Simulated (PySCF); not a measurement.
**Choosing a basis for TDDFT**

CO2.
InChI=1S/CO2/c2-1-3

TDDFT with PBE0 (PySCF), vertical singlets, core orbitals frozen in the response, spherical d and f functions. Isolated species at its PBE0-D3(BJ)/def2-SVP geometry, gas phase.

**Question.** Compare 6-31G*, def2-SVP, 6-31+G*, def2-SVPD, aug-cc-pVDZ, def2-TZVP, def2-TZVPD and aug-cc-pVTZ for this molecule.

**Answer.** 

```json
{"basis": "6-31G*", "functions": "42", "diffuse": "no", "S1 (eV)": "8.89", "S2 (eV)": "9.26", "S3 (eV)": "9.26", "S4 (eV)": "10.87", "S5 (eV)": "10.87", "LUMO (eV)": "1.31", "α (au)": "12.3"}
{"basis": "def2-SVP", "functions": "42", "diffuse": "no", "S1 (eV)": "8.89", "S2 (eV)": "9.27", "S3 (eV)": "9.27", "S4 (eV)": "10.31", "S5 (eV)": "10.31", "LUMO (eV)": "1.20", "α (au)": "12.0"}
{"basis": "6-31+G*", "functions": "54", "diffuse": "yes", "S1 (eV)": "8.87", "S2 (eV)": "8.93", "S3 (eV)": "8.93", "S4 (eV)": "9.22", "S5 (eV)": "9.22", "LUMO (eV)": "-0.16", "α (au)": "14.6"}
{"basis": "def2-SVPD", "functions": "66", "diffuse": "yes", "S1 (eV)": "8.90", "S2 (eV)": "9.11", "S3 (eV)": "9.11", "S4 (eV)": "9.24", "S5 (eV)": "9.24", "LUMO (eV)": "-0.05", "α (au)": "16.8"}
{"basis": "aug-cc-pVDZ", "functions": "69", "diffuse": "yes", "S1 (eV)": "8.86", "S2 (eV)": "8.92", "S3 (eV)": "8.92", "S4 (eV)": "9.21", "S5 (eV)": "9.21", "LUMO (eV)": "-0.15", "α (au)": "16.5"}
{"basis": "def2-TZVP", "functions": "93", "diffuse": "no", "S1 (eV)": "8.92", "S2 (eV)": "9.25", "S3 (eV)": "9.25", "S4 (eV)": "9.51", "S5 (eV)": "9.51", "LUMO (eV)": "0.80", "α (au)": "14.9"}
{"basis": "def2-TZVPD", "functions": "117", "diffuse": "yes", "S1 (eV)": "8.90", "S2 (eV)": "8.90", "S3 (eV)": "8.90", "S4 (eV)": "9.22", "S5 (eV)": "9.22", "LUMO (eV)": "-0.22", "α (au)": "17.0"}
{"basis": "aug-cc-pVTZ", "functions": "138", "diffuse": "yes", "S1 (eV)": "8.90", "S2 (eV)": "8.90", "S3 (eV)": "8.90", "S4 (eV)": "9.22", "S5 (eV)": "9.22", "LUMO (eV)": "-0.21", "α (au)": "16.9"}
```

States are compared by their number. Against the largest diffuse basis here (aug-cc-pVTZ, itself not a converged limit), sets without diffuse functions differ by up to 0.02 eV in S1 and 1.65 eV in S5; the smaller diffuse sets differ by up to 0.04 and 0.02 eV. State by state, the largest deviation of a set without diffuse functions is S1 0.02, S2 0.37, S3 0.37, S4 1.65, S5 1.65 eV. The same number needn't mean the same state in each row. Against aug-cc-pVTZ the polarisability deviates by -27% in 6-31G*, -29% in def2-SVP, -14% in 6-31+G*, -1% in def2-SVPD, -2% in aug-cc-pVDZ, -12% in def2-TZVP, 0% in def2-TZVPD.
